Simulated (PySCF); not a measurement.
Gas-phase reaction: Al(CH₃)₃ + 3 Cl → AlH₃ + 3 CH₂Cl

Method: PySCF energies plus ideal-gas RRHO corrections (1 bar). † marks an energy on the PBE0/def2-TZVP geometry and frequencies; other levels use their own. MP2 freezes the core. 6-31G* has spherical d functions here. Open shells (unrestricted): Cl (multiplicity 2, electronic degeneracy 6), CH₂Cl (multiplicity 2); the rest are closed-shell singlets. Spin-orbit splitting is ignored; it lowers the true energy and changes the entropy of Cl. B3LYP is the form with VWN-RPA correlation. Methyl groups turn as free rotors in Al(CH₃)₃. AlH₃, CH₂Cl: computed as isolated molecules; such fragments, hydroxides, amides, oligomers or adducts are transient or little studied in the gas. MP2 isn't extrapolated to the basis-set limit; its ΔH°(298 K) is 233.2 kJ in def2-SVP and 181.7 kJ in def2-TZVPP. The harmonic model lacks anharmonicity and excited electronic states, which grow with temperature; levels with a mode under 35 cm⁻¹ are left out. Warning, point group unlike the PBE0 one: CH₂Cl (B3LYP/6-31G*).

| level | ΔE electronic, kJ | ΔH°(298 K), kJ | ΔS°(298 K), J/K | ΔG°(600 K), kJ |
|---|---|---|---|---|
| B3LYP/6-31G* | 205 | 158 | 123 | 84 |
| B3LYP/def2-TZVP† | 184 | 140 | 94 | 84 |
| MP2/def2-SVP† | 277 | 233 | 94 | 177 |
| PBE/def2-SVP | 169 | 126 | 99 | 66 |
| PBE/def2-TZVP† | 147 | 103 | 94 | 47 |
| PBE0/def2-TZVP | 173 | 129 | 94 | 73 |
| r2SCAN/def2-TZVP† | 151 | 107 | 94 | 51 |
| LDA/def2-TZVP† | 124 | 80 | 94 | 24 |
| ωB97M-V/def2-TZVP† | 198 | 154 | 94 | 98 |
| ωB97X-V/def2-TZVP† | 191 | 147 | 94 | 90 |
ΔH° is lowest at LDA/def2-TZVP† and highest at MP2/def2-SVP†. No reference value is set beside these.
